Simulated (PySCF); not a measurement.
Consider `C[S-]` ([CH3S]-). Coordinates in Å; atoms count from 1 in this order:
```
C    -0.1105   -0.0062   -0.0097
S     1.7121    0.1033    0.0314
H    -0.4725   -0.6514   -0.8336
H    -0.5257   -0.4263    0.9270
H    -0.5861    0.9838   -0.1507
```

These are calculated values, B3LYP-D3(BJ)/ma-def2-TZVP in PySCF (grid level 2) at geometries from PBE0-D3(BJ)/ma-def2-SVP. The prefix ma- adds one diffuse s and one diffuse p function on all atoms but H. Thermal corrections: PBE0-D3(BJ)/ma-def2-SVP frequencies, unscaled, ideal gas at 298.15 K and 1 bar, quasi-RRHO entropy.

(1) What are the vertical and the adiabatic detachment energy for forming the radical?

(2) Where does the unpaired spin of the relaxed radical sit?

(3) How far is −ε(HOMO) from the vertical value by ΔSCF?

## Answers

(1) 1.87 eV vertical and 1.81 eV adiabatic, the latter with zero-point energy.

(2) S2 (sulfur) 0.96 (intrinsic atomic orbital populations).

(3) −ε(HOMO) = -0.45 eV, which is 2.32 eV below the ΔSCF value.
